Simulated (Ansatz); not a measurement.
## How far each method lies from full CI for SiN, quartet

Geometry: a point of a stretch scan, not a stationary point.

```xyz
2

Si    0.0000    0.0000    0.0000
N     0.0000    0.0000    3.4680
```

Basis 6-31G; Ansatz 0.2.0. Only valence electrons are correlated (noble-gas cores frozen), which leaves 9 electrons in 16 orbitals. R marks a restricted (for open shells ROHF) determinant, U an unrestricted one. Active spaces: pair = (5e, 5o) about the gap; valence = (9e, 8o) chosen from the atoms' valence shells.

Full CI is exact within this basis and frozen core; it isn't the basis-set limit. The frozen core follows each run's orbitals, which can shift R against U totals by a few meV.

Unrestricted rows (U) aren't spin-pure: their determinants' ⟨S²⟩ exceeds S(S+1) by up to 1.00, so they mix in states of higher spin.

The R cluster runs have T1 = 0.200 on a determinant 2.25 eV above the lowest RHF solution, too large to trust, so RMP2, RCCSD, RCCSD(T), RCCSDT(Q), RCCSDT aren't compared. BCCD(T) turns its orbitals far from the restricted determinant (T1 = 0.270 for the singles of that rotation), so its spin and state can't be checked, and it isn't compared.

- UHF ⟨S²⟩: 4.753
- T1 diagnostic (RCCSD): 0.2003
- largest doubles amplitude (RCCSD): 0.864
- T1 diagnostic (UCCSD): 0.0051

Q: From what is known of these methods and the diagnostics, rank them by the size of their error in total energy against full CI in 6-31G, smallest first (an estimate: the text doesn't fix the numbers).
A. MRCISD (valence space)
B. CASSCF (pair space)
C. NEVPT2 (valence space)
D. CASSCF (valence space)
E. UCCSDT

A: E (0.0 kJ/mol), A (3.1 kJ/mol), C (43.7 kJ/mol), D (126.8 kJ/mol), B (161.9 kJ/mol).

All errors are against full CI in 6-31G. With T1 at 0.200 and a doubles amplitude of 0.86 one determinant is a poor start. Within each family the higher level lies nearer, as is usual though not guaranteed.

The program itself flagged as in doubt: UCCSDT.

The restricted determinant belongs to another symmetry than the lowest state (A1); the lowest full-CI state of the determinant's symmetry (B2) lies 0.014 eV higher, and methods that keep that symmetry describe that state.

The full-CI state has the irrep A1 of C2v, in the program's axes (one component, if the state is degenerate).

Its occupations show that no single determinant describes this state well.

Natural occupations of full CI about the gap: 1.985 1.951 1.039 1.039 0.996 0.954 0.954 0.037 0.012 0.007; effectively unpaired electrons, Σ n²(2−n)², 5.00.
